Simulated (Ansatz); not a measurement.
`BOB` + H₂ → BH₃ + `BO` at 500 K and 1 bar (hydrogenolysis of a B–O bond).

Computed with Ansatz on PBE0-D4/def2-TZVP structures; ΔE is electronic, products minus reactants. CBS: def2 TZ/QZ extrapolation, frozen cores.

| species | CCSD(T)/CBS energy (Eh) | H − E (kJ/mol) | S (J/(mol·K)) |
| --- | --- | --- | --- |
| `BOB` | -127.21104 | 151.5 | 301.7 |
| H₂ | -1.17463 | 41.0 | 145.5 |
| BH₃ | -26.54905 | 86.8 | 208.8 |
| `BO` | -101.79982 | 113.6 | 256.0 |

H − E and S are ideal-gas, rigid-rotor, harmonic terms from PBE0-D4/def2-TZVP. 1 Eh = 2625.50 kJ/mol, R = 8.31446 J/(mol·K).

**Question.** By hand: ΔE, ΔH, ΔS and ΔG.

**Answer.** ΔE = (-26.54905) + (-101.79982) − (-127.21104) − (-1.17463) = 0.03680 Eh = 96.6 kJ/mol. Δ(H − E) = 86.8 + 113.6 − 151.5 − 41.0 = 7.9, so ΔH = 104.5 kJ/mol. ΔS = 208.8 + 256.0 − 301.7 − 145.5 = 17.6 J/(mol·K). ΔG = 104.5 − 500 × (17.6)/1000 = 95.7 kJ/mol.

**Question.** By hand: the equilibrium constant, and the temperature at which ΔG would vanish if ΔH and ΔS stayed fixed.

**Answer.** log₁₀ K = −ΔG/(RT ln 10) = -10.0. ΔG = 0 at ΔH/ΔS = 5937 K, far beyond where these terms or the molecules hold.

ΔH outweighs TΔS. A doubt of 5 kJ/mol in ΔE shifts log₁₀ K by 0.5 here. These are equilibria of isolated gas molecules and say nothing of rates. Largest T1 diagnostic: 0.014 (customary marks: 0.02 for closed shells, 0.045 for open ones).
